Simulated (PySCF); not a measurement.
A small calculation by hand: oscillator strength and radiative lifetime

hydrogen peroxide (H2O2), SMILES OO.

Geometry: B3LYP-D3(BJ)/def2-TZVP. The geometry has at least one imaginary mode, so it is a saddle point at that level.

TDDFT-PBE/def2-TZVPD (PySCF) puts the first singlet state with f over 0.02 at 7.54 eV (vertical), with the transition dipole (0.106, -0.415, 0.000) in atomic units.

Q: Find the oscillator strength, the wavelength and the radiative lifetime that this transition would have in vacuum if emission retraced absorption.

A: 
|μ|² = 0.1835 au, so |μ| = 1.09 D. ΔE = 7.54/27.211 = 0.2771 hartree. f = (2/3) ΔE |μ|² = 0.034 (the program prints 0.034).
λ = 1239.84/7.54 = 164 nm; ν = 60814 cm⁻¹.
Einstein's coefficient A = 0.6670 ν² f s⁻¹ (ν in cm⁻¹) = 8.4e7 s⁻¹, so τ = 1/A = 12 ns. This state is S5; the lower singlets have f = 0.005, 0.000, 0.004, 0.013. The figure is the radiative limit of this one transition; relaxation, internal conversion, crossing to triplets and a medium change what is measured.
